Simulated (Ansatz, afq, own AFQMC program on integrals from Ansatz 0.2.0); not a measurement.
**H$_{2}$O, singlet in 6-31G, levels against full CI**

```xyz
3

O     0.0000   -0.0745    0.0000
H     0.0000    0.5910   -0.8682
H     0.0000    0.5910    0.8682
```

Basis 6-31G. Noble-gas cores (and the filled d shells of Ga–Kr and In–Xe) are frozen. Ansatz 0.2.0 and our own AFQMC program on the same integrals; the CISD trial comes from CCSD amplitudes, and released means the phaseless constraint is let go. Free AFQMC starts from the CCSD state and is never constrained. Its projection time is finite, and what remains of the start isn't in its error. ± is one standard error of the sampling.

Determinant: RHF, the one that the program's search chose, which needn't be the lowest solution. The geometry is a point of a scan.

Full CI on the same integrals is exact in this basis and with this determinant's frozen core.

Cautions: the released energies move by 1.5 errors or more from one time to the next, so no released level is given (meV from the phaseless value at times in 1/Eh: -1.6 ± 2.1 at 0.24, -2.2 ± 2.0 at 0.51, -8.1 ± 1.4 at 0.99, -2.6 ± 2.0 at 1.62, -6.8 ± 1.4 at 2.40), though the last usable value meets full CI within the noise.

The T1 diagnostic is 0.0099 and the weight of the determinant in the CISD state is 0.945. The size of the correlated space is 8 electrons in 12 orbitals.

Reference: full CI, correlation energy -4.082 eV.

| level | E − E(reference) (kJ/mol) | share of correlation (%) |
| --- | --- | --- |
| HF | 393.9 | 0.00 |
| MP2 | 25.3 | 93.58 |
| CCSD | 5.9 | 98.50 |
| CCSD(T) | 1.8 | 99.53 |
| CCSDT | 1.6 | 99.60 |
| CCSDT(Q) | -0.1 | 100.02 |
| CCSDTQ | 0.1 | 99.99 |
| ph-AFQMC/HF | -6.0 ± 2.2 | 101.52 |
| ph-AFQMC/CISD | 0.6 ± 0.3 | 99.85 |
| free AFQMC | -0.2 ± 0.2 | 100.04 |

CCSDT and higher add their correlation energy to the determinant of the CCSD(T) run, since their own runs factorise the integrals more tightly (a shift of under 2 meV). Free projections are given only where their last times agree within the noise and don't stop above the reference; a slow remainder of the start can still hide under it. A walk keeps the symmetry of its determinant, which the program's search chose and which needn't be the lowest solution, so a lower state of the same spin and another symmetry isn't excluded.
